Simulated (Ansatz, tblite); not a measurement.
# The cluster Al₂N₂: a ladder of methods and basis sets

One table from this session's results is given with a row withheld; the runs are named, their logs left out.

The runs use Ansatz 0.2.0, Gaussian basis; as each input shows.

The runs, in order: GFN1-xTB, GFN2-xTB, PBE-D4/def2-TZVP, r2SCAN-D4/def2-TZVP, r2SCAN0-D4/def2-TZVP, BLYP-D4/def2-TZVP, LDA/def2-TZVP, ωB97M-V/def2-TZVP, HF/def2-TZVP, PBE-D4/def2-SVP, PBE0-D4/def2-SVP, HF/STO-3G, HF/6-31G, B3LYP-D4/6-31G, PBE0-D4/def2-TZVPD, PBE-D4/def2-TZVPD, r2SCAN-D4/def2-TZVPD, CCSD(T)/def2-TZVPP, MP2/def2-TZVP, RPA/def2-TZVP, CCSD(T)/def2-TZVPD.

### The geometry

The singlet was relaxed beforehand with PBE0-D4/def2-TZVP. At that level it is the lowest of the isomers that a small search found.

4 atoms, charge 0, spin multiplicity 1.

Bond lengths: Al1–N3 2.004 Å, Al1–N4 2.004 Å, Al2–N3 2.004 Å, Al2–N4 2.004 Å, N3–N4 1.262 Å. Angles: N3–Al1–N4 36.7°, N3–Al2–N4 36.7°, Al1–N3–Al2 143.3°, Al1–N3–N4 71.7°, Al2–N3–N4 71.7°, Al1–N4–Al2 143.3°, Al1–N4–N3 71.6°, Al2–N4–N3 71.6°.

PBE0-D4/def2-TZVP was run before; its log isn't repeated, and its numbers join the tables.

Set-up of the first run:

Tight binding, by tblite at 300 K electronic temperature and without a spin-polarisation term:

```python
tblite.interface.Calculator('GFN1-xTB', numbers, positions, charge=0, uhf=0).singlepoint()
```

Tight binding, by tblite at 300 K electronic temperature and without a spin-polarisation term:

```python
tblite.interface.Calculator('GFN2-xTB', numbers, positions, charge=0, uhf=0).singlepoint()
```

start.molden holds the orbitals of an earlier run on this state, given as this run's starting guess.

Input file in.yaml:

```yaml
crystal:
  periodic: [false, false, false]
  atoms:
    - {symbol: Al, position_ang: [1.531075, -0.902149, -0.678351]}
    - {symbol: Al, position_ang: [-1.531002, 0.902275, 0.678363]}
    - {symbol: N, position_ang: [0.371658, 0.357988, 0.362703]}
    - {symbol: N, position_ang: [-0.371741, -0.358115, -0.362715]}
basis:
  gaussian: {orbitals: def2-TZVP, initial_orbitals: start.molden}
hamiltonian: {xc: pbe, dispersion: d4}
scf: {omitted_lower_state_checks: [starts]}
output: {orbitals: {seedname: orbitals}}
```

On the command line:

```
$ ansatz run in.yaml --threads 4 --pin off --events-out ev --progress --plain --max-ram 3916MiB
```

Steps of the session up to this table: PBE-D4/def2-TZVP; r2SCAN-D4/def2-TZVP; r2SCAN0-D4/def2-TZVP; BLYP-D4/def2-TZVP; LDA/def2-TZVP; ωB97M-V/def2-TZVP; HF/def2-TZVP; PBE-D4/def2-SVP; PBE0-D4/def2-SVP; HF/STO-3G; HF/6-31G; B3LYP-D4/6-31G; PBE0-D4/def2-TZVPD; PBE-D4/def2-TZVPD; r2SCAN-D4/def2-TZVPD; CCSD(T)/def2-TZVPP; MP2/def2-TZVP; RPA/def2-TZVP; CCSD(T)/def2-TZVPD.

One table of the session follows, with a row left open; its other results are not shown here.

```
               level  HOMO (eV)  gap (eV)
           HF/STO-3G      -3.82     13.80
            HF/6-31G      -8.29      9.35
        HF/def2-TZVP      -8.23      9.40
       LDA/def2-TZVP      -5.54      1.72
     PBE-D4/def2-SVP      -5.45      1.88
    PBE-D4/def2-TZVP      -5.45      1.87
   PBE-D4/def2-TZVPD      -5.45      1.86
   BLYP-D4/def2-TZVP      -5.24      1.90
 r2SCAN-D4/def2-TZVP      -5.62      2.16
r2SCAN-D4/def2-TZVPD      -5.61      2.15
      B3LYP-D4/6-31G      -6.18      3.78
    PBE0-D4/def2-SVP      -6.34      4.15
   PBE0-D4/def2-TZVP      -6.33      4.12
  PBE0-D4/def2-TZVPD      -6.33      4.09
r2SCAN0-D4/def2-TZVP          ?         ?
   ωB97M-V/def2-TZVP      -8.19      8.51
```

**Question.** Estimate the row for r2SCAN0-D4/def2-TZVP.

**Answer.** HOMO (eV): -6.42; gap (eV): 4.28. In the column «HOMO (eV)» it lies between ωB97M-V/def2-TZVP (-8.19) and PBE0-D4/def2-SVP (-6.34).
